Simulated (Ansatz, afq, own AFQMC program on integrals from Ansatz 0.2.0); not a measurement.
## Atomization energy of AlH, triplet, worked out

| atom | x (Å) | y (Å) | z (Å) |
| --- | --- | --- | --- |
| Al | 0.0000 | 0.0000 | 0.0000 |
| H | 0.0000 | 0.0000 | 1.6045 |

Basis cc-pVQZ. Noble-gas cores (and the filled d shells of Ga–Kr and In–Xe) are frozen. AFQMC by an in-house program on the Cholesky factors that Ansatz 0.2.0 writes for its CCSD(T) run. ph-AFQMC/CISD is guided by a CISD state made of CCSD amplitudes; releasing the constraint for a short imaginary time cuts its bias at the price of noise, slowly where states lie close. Uncertainties: one standard error, sampling alone.

Total energies in eV. CBS is CCSD(T) at the limit of def2-TZVPP/QZVPP (extrapolated itself); the highest rung of each member is named.

Cautions: AlH (triplet): lower spins were not checked, full CI with its own frozen core.

```tsv
member	count	CCSD(T)/cc-pVQZ	highest rung in cc-pVQZ	which	CCSD(T)/CBS
Al (doublet)	+1	-6583.3506	-6583.3631	FCI	-6583.4221
H (doublet)	+1	-13.6042	-13.6042	FCI	-13.6059
AlH, triplet	-1	-6598.2479	-6598.2632	FCI	-6598.3444
```

Question: Work out the best estimate of the atomization energy: the CCSD(T)/CBS difference plus the step from CCSD(T) to the highest rung.

Answer: Sums with the counts: CCSD(T)/CBS 1.3164 eV, highest rung 1.2959 eV, CCSD(T)/cc-pVQZ 1.2931 eV. The step is 1.2959 − 1.2931 = 0.0028 eV, so the best estimate is 1.3164 + (0.0028) = 1.3192 eV. The basis set is worth 0.023 eV of it. Zero-point, core-correlation and spin–orbit terms aren't in it. Past Ne the Hartree–Fock part of each CBS total tends to overshoot, since the cores don't follow the formula; that largely cancels in the difference.

Best estimates are given only where the step beyond CCSD(T) is under 0.3 eV and no member's determinant is very poor (T1 over 0.05, or 0.07 for open shells, ⟨S²⟩ too high by 0.3, two states mixed), so the hardest cases are missing from such tables.

Each member of a difference takes its own highest rung, so a best estimate needn't equal the limit plus the step of one row.
